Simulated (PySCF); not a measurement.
Gas-phase reaction: 4 SiHCl + SiH4 ⇌ 4 SiH2Cl + Si

Method: PySCF energies (xtb for GFN2) plus ideal-gas RRHO corrections (1 bar). † marks an energy on the PBE0/def2-TZVP geometry and frequencies; other levels use their own. MP2 freezes the core. Open shells (unrestricted): SiH2Cl (multiplicity 2), Si (multiplicity 3, electronic degeneracy 9); the rest are closed-shell singlets. GFN2 has no spin-polarisation term. Spin-orbit splitting is ignored; it lowers the true energy and changes the entropy of Si. SiHCl, SiH2Cl: computed as isolated molecules; such fragments, hydroxides, amides, oligomers or adducts are transient or little studied in the gas. MP2 isn't extrapolated to the basis-set limit; its ΔH°(298 K) is 220.9 kJ in def2-SVP and 246.8 kJ in def2-TZVPP. The harmonic model lacks anharmonicity and excited electronic states, which grow with temperature; levels with a mode under 35 cm⁻¹ are left out.

```
level               ΔE electronic, kJ  ΔH°(298 K), kJ  ΔS°(298 K), J/K  ΔG°(1000 K), kJ
------------------  -----------------  --------------  ---------------  ---------------
GFN2-xTB                          439             449               13              430
HF/def2-TZVP†                      51              60                7               49
MP2/def2-TZVPP†                   237             247                7              236
PBE0/def2-TZVP                    222             232                7              220
LDA/def2-TZVP†                    301             310                7              299
ωB97M-V/def2-TZVP†                334             343                7              332
```
ΔH° is lowest at HF/def2-TZVP† and highest at GFN2-xTB. No reference value is set beside these.
